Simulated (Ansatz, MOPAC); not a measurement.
How methods differ on COF2 (carbonyl fluoride)

COF2, singlet, SMILES `O=C(F)F`. Each level relaxes the structure for itself.

Each level gives the zero-point energy at each level's own minimum (kJ/mol). The values are calculated.

| level | kind | program | value (kJ/mol) |
| --- | --- | --- | --- |
| MNDOD | semi-empirical | MOPAC | 42.1 |
| PM3 | semi-empirical | MOPAC | 38.3 |
| PM6-D3 | semi-empirical | MOPAC | 35.1 |
| PM6-ORG | semi-empirical | MOPAC | 35.1 |
| HF/STO-3G | Hartree–Fock | Ansatz | 39.8 |
| HF/3-21G | Hartree–Fock | Ansatz | 40.2 |
| HF/6-31G* (Cartesian functions) | Hartree–Fock | Ansatz | 41.4 |
| PBE/def2-SVP | GGA | Ansatz | 36.2 |
| PBE-D3(BJ)/def2-TZVP | GGA | Ansatz | 35.3 |
| B3LYP/6-31G* (Cartesian functions) | global hybrid | Ansatz | 37.1 |

Harmonic and unscaled. The values span 35.1 to 42.1 kJ/mol.
